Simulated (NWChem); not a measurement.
System: SiF$_{4}$; SMILES F[Si](F)(F)F

NWChem input:

```
start job
memory heap 200 mb stack 900 mb global 1100 mb
geometry units angstroms
  F      1.359340     0.737951     0.351338
  Si    -0.000018    -0.000010    -0.000001
  F     -1.110115     1.076529    -0.353046
  F     -0.473388    -0.858188     1.247131
  F      0.224137    -0.956338    -1.245425
end
basis spherical
  * library sto-3g
end
dft
  xc hfexch
  iterations 150
end
driver
  maxiter 120
end
task dft optimize
task dft freq
```

NWChem printed, in part:

```
             Northwest Computational Chemistry Package (NWChem) 7.3.0
             --------------------------------------------------------

 C1  symmetry detected

                             Geometry "geometry" -> ""
                             -------------------------

 Output coordinates in angstroms (scale by  1.889725989 to convert to a.u.)

  No.       Tag          Charge          X              Y              Z
 ---- ---------------- ---------- -------------- -------------- --------------
    1 F                    9.0000     0.47467085     0.05712152     1.51237669
    2 Si                  14.0000    -0.00000392     0.00000439    -0.00000593
    3 F                    9.0000    -0.18763956     1.47537688    -0.55133272
    4 F                    9.0000    -1.37898748    -0.77830925    -0.09230489
    5 F                    9.0000     1.09196230    -0.75419597    -0.86872985

 Effective nuclear repulsion energy (a.u.)     267.4362909856

                                Z-matrix (autoz)
                                --------

 Units are Angstrom for bonds and degrees for angles

      Type          Name      I     J     K     L     M      Value
      ----------- --------  ----- ----- ----- ----- ----- ----------
    1 Stretch                  1     2                       1.58615
    2 Stretch                  2     3                       1.58616
    3 Stretch                  2     4                       1.58615
    4 Stretch                  2     5                       1.58616
    5 Bend                     1     2     3               109.47086
    6 Bend                     1     2     4               109.47091
    7 Bend                     1     2     5               109.47034
    8 Bend                     3     2     4               109.47217
    9 Bend                     3     2     5               109.47212
   10 Bend                     4     2     5               109.47091

  xc_inp: hfexch multiplicative factor not found.

                           NWChem Geometry Optimization
                           ----------------------------

 maximum gradient threshold         (gmax) =   0.000450
 rms gradient threshold             (grms) =   0.000300
 maximum cartesian step threshold   (xmax) =   0.001800
 rms cartesian step threshold       (xrms) =   0.001200
 fixed trust radius                (trust) =   0.300000
 source of zmatrix                         =   autoz

[...]

      ----------------------
      Optimization converged
      ----------------------

  Step       Energy      Delta E   Gmax     Grms     Xrms     Xmax
  ---- ---------------- -------- -------- -------- -------- --------
@    2    -677.84702462 -9.6D-10  0.00000  0.00000  0.00001  0.00001
                                     ok       ok       ok       ok

                                Z-matrix (autoz)
                                --------

 Units are Angstrom for bonds and degrees for angles

      Type          Name      I     J     K     L     M      Value     Gradient
      ----------- --------  ----- ----- ----- ----- ----- ---------- ----------
    1 Stretch                  1     2                       1.58462    0.00000
    2 Stretch                  2     3                       1.58462    0.00000
    3 Stretch                  2     4                       1.58462    0.00000
    4 Stretch                  2     5                       1.58462    0.00000
    5 Bend                     1     2     3               109.47117   -0.00000
    6 Bend                     1     2     4               109.47126   -0.00000
    7 Bend                     1     2     5               109.47122   -0.00000
    8 Bend                     3     2     4               109.47123    0.00000
    9 Bend                     3     2     5               109.47127    0.00000
   10 Bend                     4     2     5               109.47117   -0.00000

                         Geometry "geometry" -> "geometry"
                         ---------------------------------

 Output coordinates in angstroms (scale by  1.889725989 to convert to a.u.)

[...]

 Rotational Constants
 --------------------
 A=   0.132515 cm-1  (  0.190656 K)
 B=   0.132515 cm-1  (  0.190656 K)
 C=   0.132515 cm-1  (  0.190656 K)

 Temperature                      =   298.15K
 frequency scaling parameter      =   1.0000

 Zero-Point correction to Energy  =    8.139 kcal/mol  (  0.012971 au)
 Thermal correction to Energy     =   11.246 kcal/mol  (  0.017922 au)
 Thermal correction to Enthalpy   =   11.838 kcal/mol  (  0.018866 au)

 Total Entropy                    =   72.791 cal/mol-K
   - Translational                =   39.816 cal/mol-K (mol. weight = 103.9705)
   - Rotational                   =   26.030 cal/mol-K (symmetry #  =        1)
   - Vibrational                  =    6.945 cal/mol-K

 Cv (constant volume heat capacity) =   15.594 cal/mol-K
   - Translational                  =    2.979 cal/mol-K
   - Rotational                     =    2.979 cal/mol-K
   - Vibrational                    =    9.635 cal/mol-K

[normal modes left out]

 ----------------------------------------------------------------------------
 Normal Eigenvalue ||           Projected Infra Red Intensities
  Mode   [cm**-1]  || [atomic units] [(debye/angs)**2] [(KM/mol)] [arbitrary]
 ------ ---------- || -------------- ----------------- ---------- -----------
    1       -0.000 ||    0.000000           0.000         0.000       0.000
    2       -0.000 ||    0.000000           0.000         0.000       0.000
    3       -0.000 ||    0.000000           0.000         0.000       0.000
    4        0.000 ||    0.000000           0.000         0.000       0.000
    5        0.000 ||    0.000000           0.000         0.000       0.000
    6        0.000 ||    0.000000           0.000         0.000       0.000
    7      263.211 ||    0.000000           0.000         0.000       0.000
    8      263.212 ||    0.000000           0.000         0.000       0.000
    9      370.110 ||    0.058436           1.348        56.966      17.693
   10      370.111 ||    0.058436           1.348        56.966      17.693
   11      370.111 ||    0.058436           1.348        56.966      17.693
   12      761.230 ||    0.000000           0.000         0.000       0.000
   13     1099.447 ||    0.106699           2.462       104.016      32.307
   14     1099.447 ||    0.106699           2.462       104.016      32.307
   15     1099.447 ||    0.106699           2.462       104.016      32.307
 ----------------------------------------------------------------------------
```

Level: Hartree-Fock/STO-3G. The printed entropy takes a lower symmetry number than the molecule has.
